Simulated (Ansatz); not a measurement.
**Pulling the pair apart**

The pair of HCl (SMILES Cl, atoms 1–2) and CH3Cl (SMILES CCl, atoms 3–7), both closed shells, in one local arrangement (a lower one may exist), relaxed at PBE0-D4/def2-TZVP:

```tsv
atom	x (Å)	y (Å)	z (Å)
Cl1	-0.0538	-0.6789	-2.5943
H2	0.2350	0.4439	-3.1352
C3	-0.0417	-0.0009	1.0089
Cl4	0.0262	0.5904	2.6806
H5	-0.8103	0.5508	0.4736
H6	-0.2830	-1.0611	1.0237
H7	0.9276	0.1562	0.5427
```

CH3Cl is shifted rigidly along the line between the mean atom positions of the two fragments (negative: closer). Counterpoise interaction energies in kcal/mol. Ansatz 0.2.0; basis: def2-TZVPPD; cores frozen in the correlated methods. B3LYP uses VWN-RPA correlation.

| shift (Å) | B3LYP-D4 | MP2 | wB97M-V |
| --- | --- | --- | --- |
| -0.37 | -0.31 | -0.36 | -0.45 |
| -0.18 | -0.68 | -0.70 | -0.75 |
| 0.00 | -0.78 | -0.79 | -0.82 |
| 0.18 | -0.75 | -0.77 | -0.78 |
| 0.44 | -0.62 | -0.66 | -0.66 |
| 0.92 | -0.40 | -0.45 | -0.45 |
| 1.83 | -0.18 | -0.22 | -0.22 |
| 3.67 | -0.06 | -0.08 | -0.07 |

Q: What does CCSD(T) give at these shifts? (Judge from chemistry; the value comes from the calculation.)

A: Computed: -0.22, -0.60, -0.73, -0.72, -0.63, -0.43, -0.21, -0.07 kcal/mol. For zero shift, CCSD(T) at an estimated basis limit (MP2 extrapolated from triple and quadruple zeta, plus CCSD(T) − MP2 in triple zeta) gives -0.87 kcal/mol. These are counterpoise interaction energies, counted from the two frozen fragments.

The T1 diagnostic stays at or below 0.008.

For scale, one of the runs: CCSD(T)/def2-TZVPPD, 207 basis functions, launched by `ansatz run in.yaml --threads 2 --pin off --events-out ev --progress --plain --max-ram 5222MiB`. Hardware: 2 CPU threads, shared host. Wall time 44 s; peak host memory 2.6 GiB.
